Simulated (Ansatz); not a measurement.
Abridged output of a molecular run in Ansatz:

```
Functional definition: HF
796 factors; integrals over basis functions are off by at most 1.3e-3 eV
mean field evaluation 1: about -9755.0771 eV, gradient 2.3e1 eV
mean field evaluation 2: about -9755.0829 eV, gradient 2.3e1 eV
mean field evaluation 4: about -9756.5583 eV, gradient 3.3e0 eV
mean field evaluation 8: about -9756.5832 eV, gradient 3.0e-5 eV
mean field -9756.58321021 eV, -358.5478197256 hartree, gradient 1.3e-6 eV, S^2 0.000000; 0 other end points of the search recorded, 0 dependent functions left out
7 core orbitals not correlated: weight in the atoms' cores, before any rotation towards them, 1.000 or more for the frozen orbitals, at most 0.000 for the correlated occupied ones
reference -9756.58321021 eV, -358.5478197256 hartree; 10, 10 occupied and 64, 64 virtual orbitals, 796 factors
second order -11.41686964 eV of doubles, -0.00000000 eV of singles
cycle   1  -12.23142634 eV  change   -8.1e-1 eV  update   7.5e-2
cycle   2  -12.62074176 eV  change   -3.9e-1 eV  update   2.3e-2
cycle   3  -12.67101369 eV  change   -5.0e-2 eV  update   7.9e-3
cycle   4  -12.66877777 eV  change    2.2e-3 eV  update   2.1e-3
cycle   5  -12.66940070 eV  change   -6.2e-4 eV  update   6.0e-4
cycle   6  -12.66937992 eV  change    2.1e-5 eV  update   1.7e-4
cycle   7  -12.66927887 eV  change    1.0e-4 eV  update   5.2e-5
cycle   8  -12.66927066 eV  change    8.2e-6 eV  update   1.8e-5
perturbative correction -0.25670721 eV, -0.0094338160 hartree
Total energy: -9769.50918808 eV, -359.0228406506 hartree
```

Its atoms:

Z-matrix (Å, degrees):
```
C
O 1 1.434
H 1 1.091 2 110.6
H 1 1.090 2 109.6 3 -122.8
H 1 1.088 2 106.1 3 118.8
Al 2 1.989 1 119.2 3 -68.0
H 2 0.963 1 111.0 3 64.7
H 6 1.600 2 96.2 1 169.6
H 6 1.605 2 99.4 1 50.8
H 6 1.597 2 99.4 1 -68.4
```

Question: Which basis set was used?
A. def2-SVP
B. cc-pV(T+d)Z
C. def2-SVPD
D. def2-TZVPPD

Answer: A. It gives 81 functions.

Question: Write the keys of the input that set method, charge and spin (a neutral closed shell needs none for the last two).

Answer: 
```yaml
correlation: {method: ccsd_t}
```
